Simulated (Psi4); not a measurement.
**BF2 (SMILES F[B]F): U-r2SCAN/cc-pVTZ**

Aim: the energy change on altering one bond length of BF2 at U-r2SCAN/cc-pVTZ, from 2 runs. 

The calculation is run with Psi4 1.11.

1 further run of the same task is left out (set aside as unsound or not needed).

### 1 Starting point

The species is BF2 (3 atoms), meant as a doublet with charge 0. SMILES: `F[B]F`. Geometry: relaxed at PBE0-D4/def2-TZVP.

Bond lengths: F1–B2 1.306 Å, B2–F3 1.306 Å. Angles: F1–B2–F3 121.1°.

### 2 The energy at U-r2SCAN/cc-pVTZ

The input, bf2.xyz:

```xyz
3
BF2
F      0.513100    -1.044300     0.160000
B      0.279000     0.240500     0.181300
F     -0.802900     0.738900    -0.354600
```

The input, bf2_ase.py:

```python
import numpy as np
from ase.calculators.psi4 import Psi4
from ase.io import read

mol = read('bf2.xyz')
calc = Psi4(atoms=mol, method='r2scan', basis='cc-pVTZ', memory='1600MB', num_threads=1, charge=0, multiplicity=2, label='bf2', reference='uks')
calc.psi4.set_options({'puream': True, 'e_convergence': 1e-09, 'd_convergence': 1e-08, 'scf_type': 'pk', 'dft_radial_points': 99, 'dft_spherical_points': 590, 'maxiter': 200})
mol.calc = calc

print(f'energy: {mol.get_potential_energy():.6f} eV')
```

Command:

```sh
$ python bf2_ase.py
```

bf2.dat:

```text
[...]
  Running in c1 symmetry.
[...]
  Nuclear repulsion =   55.302284297814481
[...]
  Multiplicity = 2
[...]
  Nalpha       = 12
  Nbeta        = 11
[...]
    Number of basis functions: 90
[...]
   @UKS iter   1:  -224.49764920831947   -3.79780e-01   5.47360e-03 DIIS/ADIIS
[...]
   @UKS iter  11:  -224.56505616705493   -2.27374e-12   4.56984e-09 DIIS
[...]
   @S^2 Observed:                7.527553822E-01
[...]
    Orbital Energies [Eh]
    ---------------------
    Alpha Occupied:
       1A    -24.533612     2A    -24.533597     3A     -6.763787
       4A     -1.225214     5A     -1.200620     6A     -0.561031
       7A     -0.520461     8A     -0.474252     9A     -0.473281
      10A     -0.421920    11A     -0.407335    12A     -0.226112
    Alpha Virtual:
      13A     -0.053906    14A      0.105904    15A      0.115469
      16A      0.169597    17A      0.186524    18A      0.324881
      19A      0.345430    20A      0.409708    21A      0.465930
      22A      0.507172    23A      0.510736    24A      0.608944
      25A      0.827642    26A      0.836865    27A      0.843345
[...]
  @UKS Final Energy:  -224.56505616705493
   => Energetics <=
    Nuclear Repulsion Energy =             55.3022842978144809
    One-Electron Energy =                -421.2317638529577835
    Two-Electron Energy =                 166.2919993086544821
    DFT Exchange-Correlation Energy =     -24.9275759205661096
    Empirical Dispersion Energy =           0.0000000000000000
    VV10 Nonlocal Energy =                  0.0000000000000000
    Total Energy =                       -224.5650561670549337
[...]
 Multipole Moments:
 ------------------------------------------------------------------------------------
     Multipole            Electronic (a.u.)      Nuclear  (a.u.)        Total (a.u.)
 ------------------------------------------------------------------------------------
 L = 1.  Multiply by 2.5417464519 to convert [e a0] to [Debye]
 Dipole X            :          0.1918414           -0.1337671            0.0580743
 Dipole Y            :          0.1778329           -0.1240793            0.0537536
 Dipole Z            :          0.1260706           -0.0879158            0.0381548
 Magnitude           :                                                    0.0878514
[...]
```

On the terminal:

```text
energy: -6110.726431 eV
```

It took 22 s on 1 thread of Intel Xeon Platinum 8488C (Sapphire Rapids), shared host; peak memory 0.84 GiB.

### 3 The distorted shape

The input, bf2.py:

```python
import psi4

psi4.set_memory(1600000000)
psi4.set_num_threads(1)
psi4.set_output_file('psi4.out', False)

mol = psi4.geometry("""
0 2
F      0.583336    -1.429774     0.153609
B      0.279000     0.240500     0.181300
F     -0.802900     0.738900    -0.354600
units angstrom
symmetry c1
""")

psi4.set_options({
    'reference': 'uks',
    'puream': True,
    'e_convergence': 1e-09,
    'd_convergence': 1e-08,
    'scf_type': 'pk',
    'dft_radial_points': 99,
    'dft_spherical_points': 590,
    'maxiter': 200,
})

e_tot, wfn = psi4.energy("r2scan/cc-pVTZ", return_wfn=True)
psi4.oeprop(wfn, "LOWDIN_CHARGES", "MAYER_INDICES", "QUADRUPOLE")
print(f'total energy {e_tot:.8f} hartree = {e_tot * 27.211386:.5f} eV')
```

Command:

```sh
$ python bf2.py
```

psi4.out:

```text
[...]
  Running in c1 symmetry.
[...]
  Nuclear repulsion =   48.593030245616106
[...]
  Multiplicity = 2
[...]
  Nalpha       = 12
  Nbeta        = 11
[...]
    Number of basis functions: 90
[...]
   @UKS iter   1:  -224.42709736592070   -5.39673e-01   5.67170e-03 ADIIS/DIIS
[...]
   @UKS iter  13:  -224.50713275986112   -1.02318e-12   3.03630e-09 DIIS
[...]
   @S^2 Observed:                7.549398207E-01
[...]
    Orbital Energies [Eh]
    ---------------------
    Alpha Occupied:
       1A    -24.578849     2A    -24.471284     3A     -6.820892
       4A     -1.252211     5A     -1.091235     6A     -0.581529
       7A     -0.489526     8A     -0.487345     9A     -0.439606
      10A     -0.349894    11A     -0.347297    12A     -0.269214
    Alpha Virtual:
      13A     -0.105211    14A      0.019351    15A      0.087264
      16A      0.171153    17A      0.186535    18A      0.218328
      19A      0.310652    20A      0.389919    21A      0.403155
      22A      0.479839    23A      0.522712    24A      0.568345
      25A      0.810879    26A      0.829672    27A      0.831195
[...]
  @UKS Final Energy:  -224.50713275986112
   => Energetics <=
    Nuclear Repulsion Energy =             48.5930302456161058
    One-Electron Energy =                -408.1692598566237393
    Two-Electron Energy =                 159.8576511983285684
    DFT Exchange-Correlation Energy =     -24.7885543471820498
    Empirical Dispersion Energy =           0.0000000000000000
    VV10 Nonlocal Energy =                  0.0000000000000000
    Total Energy =                       -224.5071327598611219
[...]
 Multipole Moments:
 ------------------------------------------------------------------------------------
     Multipole            Electronic (a.u.)      Nuclear  (a.u.)        Total (a.u.)
 ------------------------------------------------------------------------------------
 L = 1.  Multiply by 2.5417464519 to convert [e a0] to [Debye]
 Dipole X            :          0.0353422           -0.1503392           -0.1149970
 Dipole Y            :          0.9614165           -0.1858635            0.7755529
 Dipole Z            :          0.0000000            0.0000000            0.0000000
 Magnitude           :                                                    0.7840323
 L = 2.  Multiply by 1.3450342976 to convert [e a0^2] to [Debye ang]
 Quadrupole XX       :        -49.6661284           37.4137989          -12.2523295
 Quadrupole XY       :         48.3161657          -47.2142017            1.1019640
[...]
```

The script printed:

```text
total energy -224.50713276 hartree = -6109.15025 eV
```

Wall time 24 s (1 thread of Intel Xeon Platinum 8488C (Sapphire Rapids), shared host); peak memory 0.82 GiB.

### 4 Results

At U-r2SCAN/cc-pVTZ:

| quantity | value |
| --- | --- |
| first shape: total energy | -224.56506 Eh |
| first shape: dipole moment | 0.22 D |
| first shape: HOMO energy (highest over α and β) | -6.15 eV |
| first shape: LUMO energy (lowest over α and β) | -2.40 eV |
| first shape: ⟨S²⟩ | 0.753 |
| distorted shape: total energy | -224.50713 Eh |
| distorted shape: dipole moment | 1.99 D |
| distorted shape: HOMO energy (highest over α and β) | -7.33 eV |
| distorted shape: LUMO energy (lowest over α and β) | -3.72 eV |
| distorted shape: ⟨S²⟩ | 0.755 |
| energy change with the F1–B2 bond stretched from 1.306 to 1.698 Å | 1.576 eV |

**Reading.** With the F1–B2 bond stretched from 1.306 to 1.698 Å the energy rises by 1.58 eV (152 kJ/mol). The first shape isn't relaxed at this level, so the change isn't measured from a minimum.
